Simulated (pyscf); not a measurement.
Optimised with ωB97X-D3(BJ)/def2-SVP in PySCF.

**Question.** `[AsH3]` + `[OH][GeH3]` → `[GeH3][AsH2]` + `[OH2]`
Surface: singlet. Broken: As–H, Ge–O. Formed: As–Ge, H–O. Give ΔE‡ and ΔE from ωB97M-D3(BJ)/def2-TZVP, relative to the separated reactants.

**Answer.** ΔE‡ = 154.5 kJ/mol, ΔE = -12.5 kJ/mol. Zero-point energy shifts the barrier by +3.3 kJ/mol. It is a four-centre exchange, with an imaginary mode of 514i cm⁻¹. This is the saddle that the search found; another between the same sides may lie lower. Elements up to Kr have no core potential and no relativistic terms here.
